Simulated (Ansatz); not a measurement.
Results of LDA in Ansatz (PAW) for A-type hexagonal La₂O₃.

Numerical settings: plane-wave cutoff 520 eV, 6×6×4 k mesh (along the axes of the cell as run), perturbation theory, force constants from a 6×6×2 q mesh, scalar-relativistic PAW data made under PBE.

Computed at the level's own relaxed cell.

```xyz
5
Lattice="3.8829 0.0000 0.0000 -1.9414 3.3627 0.0000 0.0000 0.0000 5.9505" Properties=species:S:1:pos:R:3 pbc="T T T"
La     0.0000     2.2418     1.4517
La     1.9414     1.1209     4.4987
O      0.0000     0.0000     0.0000
O      0.0000     2.2418     3.8476
O      1.9414     1.1209     2.1028
```

Harmonic phonon frequencies (cm⁻¹; i marks an imaginary mode; at Γ without the LO shift):

```csv
q point,frequencies
Γ,0 0 0 108 108 200 204 204 207 375 375 397 408 408 448
A,66 66 92 92 99 158 205 205 365 365 394 410 415 415 523
K,75 123 123 170 170 192 224 224 267 329 329 331 425 507 507
```

No imaginary mode appears at these points.

Ansatz is a first-principles code.
